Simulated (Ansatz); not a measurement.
# H$_{2}$B–Al, singlet: the ladder up to full CI

Geometry: a PBE0/def2-TZVP stationary point for this spin, not checked as a minimum.

| atom | x (Å) | y (Å) | z (Å) |
| --- | --- | --- | --- |
| B | 0.0000 | 0.0000 | 1.4848 |
| Al | 0.0000 | 0.0000 | -0.7557 |
| H | 0.0000 | 1.0050 | 2.1514 |
| H | 0.0000 | -1.0050 | 2.1514 |

Basis 6-31G; Ansatz 0.2.0. Correlated methods freeze the noble-gas cores, which leaves 8 electrons in 20 orbitals. R marks a restricted (for open shells ROHF) determinant, U an unrestricted one. Active spaces: valence = (8e, 10o) chosen from the atoms' valence shells; pair = (2e, 2o) about the gap.

Full CI is exact within this basis and frozen core; it isn't the basis-set limit. The frozen core follows each run's orbitals, which can shift R against U totals by a few meV.

The UHF ⟨S²⟩ is 0.531 and the T1 diagnostic (RCCSD) is 0.0121. The largest doubles amplitude (RCCSD) is 0.099.

| level | E − E(full CI) (kJ/mol) | share of correlation (%) | wall time |
| --- | --- | --- | --- |
| RHF | 280.7 | 0.00 | – |
| RMP2 | 81.7 | 70.89 | – |
| CISD | 23.5 | 91.63 | 0.64 s |
| RCCSD | 6.4 | 97.72 | – |
| RCCSD(T) | 1.8 | 99.35 | 0.68 s |
| BCCD(T) | 1.8 | 99.36 | 0.5 s |
| RCCSDT | 0.4 | 99.85 | – |
| RCCSDT(Q) | 0.1 | 99.96 | 1.1 s |
| RCCSDTQ | 0.0 | 99.99 | 8 s |
| CASSCF (pair space) | 244.3 | 12.98 | – |
| MRCISD (pair space) | 18.9 | 93.27 | – |
| MRCISD+Q (pair space) | -1.2 | 100.43 | 1.4 s |
| CASSCF (valence space) | 76.6 | 72.71 | – |
| NEVPT2 (valence space) | 22.9 | 91.84 | 5.5 s |
| NEVPT4(SD) (valence space) | 4.4 | 98.45 | 8 s |
| MRCISD (valence space) | 2.6 | 99.09 | – |
| MRCISD+Q (valence space) | 1.0 | 99.65 | 8.5 s |

The correlation energy at full CI, counted from RHF, is -2.910 eV. That run took 39 s on 1 thread of Intel Xeon, shared host over 5,884,777 determinants.

Run but not shown, since their state or frozen core can't be matched to the reference's or they repeat it: UHF, UMP2, UCCSD, UCCSD(T), UCCSDT, UCCSDT(Q).

Times hold each run's SCF and search for its determinant on a shared host, so for small cases they say little of a method's own cost; they ran on 1 thread of Intel Xeon.

Not variational, and here over 5 meV under the exact energy: MRCISD+Q (pair space).

The full-CI state has the irrep A1 of C2v, in the program's axes.

Natural occupations of full CI about the gap: 1.972 1.967 1.947 1.882 0.060 0.049 0.032 0.023 0.020 0.019; effectively unpaired electrons, Σ n²(2−n)², 0.10.
